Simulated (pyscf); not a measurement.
H₃C–AlH–CH₃ -> ethane (H₃C–CH₃) + AlH [singlet], a 1,1-elimination (singlet surface; Al–C, Al–C broken, C–C formed). Structures and frequencies: ωB97X-D3(BJ)/def2-SVP in PySCF. MP2 and CC: frozen core, UHF for open shells. ΔMP2 is the change of the MP2 total energy from the triple- to the quadruple-zeta basis. Energies in kJ/mol from the reactant's lowest minimum found.

Small-basis levels: PySCF, no dispersion term, spherical d functions. AM1 to PM7: differences of heats of formation from MOPAC, which are fitted to 298 K values and so differ in kind from electronic energies by zero-point and thermal terms. GFN2-xTB: tblite. Cost: rough CPU time at the saddle relative to B3LYP/6-31G*, from one job on a shared machine.

```csv
level,barrier,reaction energy,cost
HF/STO-3G,960.3,+322.0,0.03
HF/6-31G*,(withheld),+111.1,0.06
SVWN5/6-31G*,(withheld),+158.9,1.0
BP86/6-31G*,434.5,+132.5,2
PBE/6-31G*,434.3,+137.0,2
B3LYP/STO-3G,733.5,+341.8,0.5
B3LYP/6-31G*,472.5,+126.1,1
B3LYP/6-311+G**,471.3,+138.7,2
PBE/def2-SVP,443.0,+150.9,2
GFN2-xTB,409.9,+156.4,under 0.02
PM6,636.6,+176.4,under 0.02
PM7,362.2,+20.7,under 0.02
CCSD(T)/def2-TZVPP + ΔMP2(QZVPP),(withheld),+153.8,–
```

### Question
Fill in the missing entries.

### Answer

- HF/6-31G*, barrier: 599.8
- SVWN5/6-31G*, barrier: 433.3
- CCSD(T)/def2-TZVPP + ΔMP2(QZVPP), barrier: 460.1

Against the last row the barrier runs from -98.0 (PM7) to +500.2 kJ/mol (HF/STO-3G). CCSD(T)/def2-TZVPP + ΔMP2(QZVPP) has limits of its own. The same reactants have a lower exit, to CH₄ + H₃C–Al [singlet] (barrier +320.2 kJ/mol at ωB97M-D3(BJ)/def2-TZVP, against +502.1 kJ/mol here). This is the saddle that the search found; another between the same sides may lie lower. A restricted solution here is unstable towards spin polarisation, so biradical character is likely and single-reference numbers are less safe. The CCSD(T) − MP2 part came from Ansatz, without density fitting, on the same reference. The largest closed-shell T1 diagnostic is 0.034, which may signal static correlation.
